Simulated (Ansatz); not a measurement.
Energy needed to pull apart BHO (SMILES B=O), singlet, into free ground-state atoms, from the structure below (displaced at random from a GFN2-xTB minimum); no zero-point or spin–orbit terms; open-shell atoms are treated unrestricted, in their ground-state multiplicity.

| atom | x (Å) | y (Å) | z (Å) |
| --- | --- | --- | --- |
| B1 | 0.0009 | -0.0103 | -0.0029 |
| O2 | 0.8680 | 0.4563 | 0.5526 |
| H3 | -0.9053 | -0.4235 | -0.5241 |

Ansatz 0.2.0; basis: def2-TZVPP; cores frozen in the correlated methods.

| method | atomization energy (kJ/mol) |
| --- | --- |
| PBE-D4 | 1305 |
| r2SCAN-D4 | ? |
| PBE0-D4 | 1264 |
| r2SCAN0-D4 | ? |
| wB97X-V | 1265 |
| wB97M-V | 1281 |
| HF | 931 |
| MP2 | 1289 |
| CCSD | 1206 |
| CCSD(T) | 1229 |

What does r2SCAN-D4 give? (Judge from chemistry; the value comes from the calculation.)

By the calculation: 1279 kJ/mol, which is about 50 kJ/mol more than CCSD(T)/def2-TZVPP.

What does r2SCAN0-D4 give? (To be estimated.)

The calculation gives: 1243 kJ/mol, which is about 14 kJ/mol more than CCSD(T)/def2-TZVPP.

In triple zeta the MP2 and coupled-cluster atomization energies are still short of their basis limit by a few kcal/mol a bond, whereas those of the functionals are nearly converged, so these differences are not deviations from converged CCSD(T).

No T1 diagnostic of these runs exceeds 0.017.

For scale, one of the runs: CCSD(T)/def2-TZVPP forces, 76 basis functions (an equivalent command: `ansatz run in.yaml --threads 4`). Hardware: 4 CPU threads, shared host. Wall time about 1.4 s.
